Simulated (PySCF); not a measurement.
# Frontier levels across methods

Species: C2H6Si.
Z-matrix (Å and degrees, PBE0-D3(BJ)/def2-SVP geometry), rows numbered from 1:
```
C 
C   1  1.5367
Si  1  1.8616  2   65.64
H   1  1.0956  2  116.61  3  -111.30
H   1  1.0954  2  116.86  3   111.74
H   2  1.0955  1  116.67  3  -111.15
H   2  1.0954  1  116.84  3   111.78
H   3  1.4840  1  119.21  2  -104.94
H   3  1.4842  1  119.04  2   104.43
```

Basis pcSseg-2 throughout (PySCF), one geometry. Isolated species at its PBE0-D3(BJ)/def2-SVP geometry, gas phase.

Question: How do the orbital energies, the gap and the dipole change with the method?

Answer: 
```tsv
method	kind	HOMO (eV)	LUMO (eV)	gap (eV)	μ (D)	SCF cycles
BLYP	GGA	-5.61	-0.55	5.05	0.11	13
B97-D	GGA	-5.70	-0.54	5.15	0.14	14
OPBE	GGA	-5.74	-0.53	5.21	0.23	14
PBE	GGA	-5.76	-0.64	5.12	0.18	14
KT2	GGA	-5.79	-0.65	5.14	0.18	14
KT3	GGA	-5.80	-0.68	5.12	0.15	14
BP86	GGA	-5.85	-0.65	5.20	0.17	14
LDA	LDA	-5.88	-0.77	5.11	0.17	13
B97-2	global hybrid	-6.60	0.13	6.73	0.07	12
B3LYP	global hybrid	-6.64	-0.10	6.54	0.02	12
PBE0	global hybrid	-6.85	0.13	6.98	0.07	12
mPW1PW91	global hybrid	-6.87	0.11	6.98	0.06	12
BHandHLYP	global hybrid	-7.82	0.83	8.65	0.12	11
CAM-B3LYP	range-separated hybrid	-8.15	0.99	9.13	0.08	11
wB97X-D	range-separated hybrid	-8.68	1.78	10.46	0.01	11
HF	Hartree–Fock	-9.34	2.60	11.93	0.26	9
LC-wPBE	range-separated hybrid	-9.49	2.06	11.54	0.09	12
```

The HOMO spans 3.88 eV, from BLYP down to LC-wPBE, and the gap runs from 5.05 eV (BLYP) to 11.93 eV (HF). Over the methods BLYP (0 %), B97-D (0 %), OPBE (0 %), PBE (0 %), KT2 (0 %), KT3 (0 %), BP86 (0 %), LDA (0 %), B97-2 (21 %), B3LYP (20 %), PBE0 (25 %), mPW1PW91 (25 %), BHandHLYP (50 %), HF (100 %), a straight line through the gap against the share of exact exchange rises by 0.69 eV for each 10 % (correlation coefficient 0.999). The dipole ranges from 0.01 D (wB97X-D) to 0.26 D (HF). This basis has no diffuse functions.
